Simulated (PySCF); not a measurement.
O: ionisation energy

O [He] 2s2 2p4 (3P) → O+ [He] 2s2 2p3 (4S), as a difference of total energies. Calculation: PySCF 2.14, in dyall-acv3z (15s9p4d2f, 76 functions); the non-relativistic Hamiltonian (point nucleus). Correlated levels: valence and next inner shell: nothing frozen; virtual orbitals above 40 to 60 times the deepest correlated orbital energy dropped. The calculations carry no spin-orbit coupling.

```json
{"method": "UHF", "ionisation energy (eV)": "12.020"}
{"method": "MP2 (valence and next inner shell)", "ionisation energy (eV)": "13.349"}
{"method": "SCS-MP2 (valence and next inner shell)", "ionisation energy (eV)": "13.446"}
{"method": "CCSD (valence and next inner shell)", "ionisation energy (eV)": "13.383"}
{"method": "CCSD(T) (valence and next inner shell)", "ionisation energy (eV)": "13.434"}
```

Question: How much does correlation contribute at CCSD(T) (valence and next inner shell)?

Answer: 13.434 − (12.020) = 1.414 eV, measured against UHF.

A first-order spin-orbit estimate (lowest level to lowest level, LS coupling) adds 0.010 eV.

Errors of the correlated levels include the incompleteness of this basis.

For comparison: 13.618 eV (measured; NIST Atomic Spectra Database, ionization energies).
